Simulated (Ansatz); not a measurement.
in.yaml

```yaml
crystal:
  periodic: [false, false, false]
  atoms:
    - {symbol: Al, position_ang: [0.000000, 0.000000, -1.200958]}
    - {symbol: Al, position_ang: [0.000000, 0.000000, 1.344142]}
    - {symbol: H, position_ang: [0.000000, 1.418400, -1.916458]}
    - {symbol: H, position_ang: [0.000000, -1.418400, -1.916458]}
basis:
  gaussian: {orbitals: cc-pVDZ}
magnetization: {spin_polarized: false, initial_magnetization: 4}
correlation: {method: ccsdt_q, electrons: outside_noble_gas}
```

```sh
$ ansatz run in.yaml --threads 1 --pin off --events-out ev --progress --plain --max-ram 2816MiB --backend cpu
```

Output:

```
859 factors; integrals over basis functions are off by at most 1.5e-7 eV
mean field evaluation 1: about -13189.1610 eV, gradient 9.9e0 eV
mean field evaluation 2: about -13189.1650 eV, gradient 9.9e0 eV
mean field evaluation 4: about -13191.6667 eV, gradient 9.4e0 eV
mean field evaluation 8: about -13193.0623 eV, gradient 8.2e-2 eV
mean field evaluation 16: about -13191.6611 eV, gradient 9.4e0 eV
mean field evaluation 32: about -13190.6320 eV, gradient 1.3e0 eV
mean field evaluation 64: about -13190.9335 eV, gradient 4.3e-3 eV
mean field evaluation 96: about -13187.7655 eV, gradient 6.6e-4 eV
mean field evaluation 128: about -13190.9335 eV, gradient 4.3e-3 eV
mean field evaluation 160: about -13187.7317 eV, gradient 7.6e-1 eV
...
cycle  10  -2.85433275 eV  change    9.7e-5 eV  update   1.4e-4
cycle  11  -2.85436715 eV  change   -3.4e-5 eV  update   7.8e-5
cycle  12  -2.85438611 eV  change   -1.9e-5 eV  update   4.6e-5
cycle  13  -2.85441493 eV  change   -2.9e-5 eV  update   2.7e-5
cycle  14  -2.85440257 eV  change    1.2e-5 eV  update   1.6e-5
cycle  15  -2.85438910 eV  change    1.3e-5 eV  update   8.4e-6
cycle  16  -2.85438606 eV  change    3.0e-6 eV  update   4.1e-6
cycle  17  -2.85438611 eV  change   -5.6e-8 eV  update   2.1e-6
cycle  18  -2.85438701 eV  change   -8.9e-7 eV  update   1.1e-6
cycle  19  -2.85438738 eV  change   -3.7e-7 eV  update   5.3e-7
perturbative correction -0.00220952 eV, -0.0000811985 hartree
Total energy: -13195.91916570 eV, -484.9410848242 hartree
```

For the same geometry and basis UCCSDTQ lies 1.1 meV lower.

Ran on 1 thread of AMD EPYC 7R13, shared host: 12 s wall, 0.25 GiB peak host memory.
